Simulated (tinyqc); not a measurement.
RKS/PBE in the sto-3g basis, for LiH, spin multiplicity 1, step by step. One step of it, computed by the program tinyqc.

Problem. Iteration 2: DIIS coefficients. Solve [B -1; -1 0][c; lambda] = [0; -1] for the coefficients, which sum to one.

B (overlaps of the stored error matrices):
$$\begin{pmatrix}
1.6941672e-01 & -7.5376569e-02 \\
-7.5376569e-02 & 9.4212393e-02
\end{pmatrix}$$

Give: DIIS coefficients.

Solution.

DIIS coefficients: [0.4093, 0.5907]
